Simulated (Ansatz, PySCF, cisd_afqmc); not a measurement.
System: AlF2, charge 0, doublet. AlF2 (SMILES [F][Al][F], doublet).
B3LYP-D3(BJ)/def2-TZVP minimum from Ansatz (an electronic-structure program):
```
Al
F 1 1.6531
F 1 1.6531 2 119.88
```
Charge 0, spin multiplicity 2.

Atomisation energy term by term, kcal/mol (programs: Ansatz, cisd_afqmc). Open shells are spin-unrestricted; no spin-orbit coupling. Correlated methods leave the cores frozen. Rows without X2C or -DK are non-relativistic. The Monte Carlo rows (phaseless AFQMC, CISD trial, step 0.005/hartree) carry one-sigma bars that omit the constraint's bias. Outlying blocks are dropped, and bars are widened where a walk drifts. Over all cases where full CI ran beside it in this data, AFQMC minus full CI had a median of +0.1 mEh and passed +0.4 mEh in a tenth of the cases. CBS(X,Y): correlation extrapolated as X^-3, Hartree-Fock from the larger set (Q,5: extrapolated as (X+1)exp(-9√X)). A bracket is a step between two methods taken in the basis named. 'core' is core correlation in cc-pwCVTZ (1s frozen past Ne), 'X2C' scalar relativity in cc-pVTZ-DK, both at CCSD(T). Where a partner has so few electrons that a lower coupled-cluster level is exact, that level stands in.

```tsv
term	basis	kcal/mol
Hartree-Fock	CBS(cc-pV(Q+d)Z,cc-pV(5+d)Z)	205.05
CCSD correlation	CBS(cc-pV(Q+d)Z,cc-pV(5+d)Z)	61.66
(T)	CBS(cc-pV(Q+d)Z,cc-pV(5+d)Z)	5.96
CCSDT(Q) - CCSD(T)	cc-pV(D+d)Z	0.45
core correlation	cc-pwCVTZ	-0.76
scalar relativity	X2C, cc-pVTZ-DK	-0.88
minus zero-point energy	Hessian by PySCF at B3LYP-D3(BJ)/def2-TZVP	-2.66
sum: D0		268.8
```

The step beyond CCSD(T) by other levels: AFQMC/CISD in cc-pV(D+d)Z 0.54 ± 0.27; AFQMC/CISD in cc-pV(T+d)Z -0.11 ± 0.26 kcal/mol.
